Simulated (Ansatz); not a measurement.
# PSi2: the cost of one run

Program: Ansatz 0.2.0, Gaussian basis. Level of theory: cc-pVDZ, all electrons in the functionals, frozen cores in the correlation of double hybrids and RPA. These are calculated values, not measurements.

The runs, in order: wB97M-V, B2PLYP, RPA-PBE, at charge 0, doublet; charge 0, quartet; charge 1, singlet; charge 1, triplet; displaced geometry v1; displaced geometry v2.

31 further runs of the same task are left out: 8 for a known fault of the program, 9 that didn't finish, 14 set aside as unsound or not needed. Runs told in other sessions of the task aren't counted.

## 1. The system

The geometry is a PBE0/def2-TZVP stationary point (not a proven minimum).

3 atoms, charge 0, spin multiplicity 2.

Atoms are counted from 1 here; the program's logs count them from 0.

Bond lengths: Si1–P2 2.098 Å, P2–Si3 2.098 Å. Angles: Si1–P2–Si3 117.5°.

No dispersion term is added; wB97M-V holds VV10 nonlocal correlation.

The geometry shown and the zero of energy belong to the point charge 0, doublet. The yardstick, UCCSD(T), and other wave-function levels (R restricted, U unrestricted, valence and pair active spaces) come from earlier runs.

## 2. wB97M-V, charge 0, doublet

File in.yaml:

```yaml
crystal:
  periodic: [false, false, false]
  atoms:
    - {symbol: Si, position_ang: [0.000000, -0.386578, 1.794001]}
    - {symbol: P, position_ang: [0.000000, 0.701061, 0.000000]}
    - {symbol: Si, position_ang: [0.000000, -0.386578, -1.794001]}
basis:
  gaussian: {orbitals: cc-pVDZ}
magnetization: {spin_polarized: true, initial_magnetization: 1}
hamiltonian: {xc: {name: wB97M-V}}
output: {orbitals: {seedname: orbitals}}
```

On the command line:

```
> ansatz run in.yaml --threads 1 --pin off --events-out ev --progress --plain --max-ram 2393MiB
```

What time and memory should one allow on 1 thread of AMD EPYC 9R45, shared host?

About 6 s, with a peak of 0.26 GiB.
